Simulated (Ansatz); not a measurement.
Gas-phase electronic energies from Ansatz, PBE0-D4/def2-TZVP geometries. CCSD(T)/CBS is the MP2 limit (def2-TZVPP, def2-QZVPP) plus CCSD(T) − MP2 in def2-TZVPP, frozen cores. This one scheme is used for every species, atoms too. DFT in def2-TZVPP. B3LYP here is the variant with VWN-RPA as its local correlation; programs differ in this. No spin–orbit coupling; open shells (•) take unrestricted orbitals. Spin–orbit coupling would lower the free atoms: a little for C, F. Each species was taken in one conformer, which may not be the lowest.

Reaction (atomization): `NCCCF` → 3 C• + F• + 8 H• + N•

| level | ΔE (eV) |
| --- | --- |
| r2SCAN-D4 | 51.13 |
| B3LYP-D4 | 51.26 |
| BHLYP-D4 | 49.74 |
| revPBE | 50.34 |
| HF/def2-SVP | 37.56 |
| CCSD/def2-SVP | 48.27 |
| CCSD(T)/def2-SVP | 48.70 |
| CCSD(T)/def2-TZVPP | 49.89 |

(1) What does CCSD(T)/CBS give? (An estimate is asked.)

Largest T1 diagnostic among the species: 0.009.

Answers

(1) The calculation gave: +51.17 eV. The listed levels differ from it by -0.04, 0.09, -1.43, -0.83, -13.61, -2.90, -2.47, -1.28 eV.

Leaving LDA and LC-ωPBE aside and taking each functional with its dispersion term where it has one, the values, not all of them listed here, spread over 2.62 eV, from BHLYP-D4 to PBE-D4. LDA lies +6.65 eV from PBE without D4, its usual overbinding. From r2SCAN to r2SCAN0 (25 % exact exchange), in def2-TZVPP and without D4, ΔE moves by −0.69 eV: exact exchange takes away binding that semilocal exchange gives to molecules. At CCSD(T), def2-SVP lies −2.47 eV from the extrapolated value and def2-TZVPP −1.28 eV: correlation converges slowly with the basis, and small sets miss more of it in the bonded molecule than in its fragments.

For atomizations the MP2-based limit and the directly extrapolated one differ by several kJ/mol either way, and by 10 to 25 for some Ge, Se and Sn compounds, so smaller differences from it don't rank the levels.
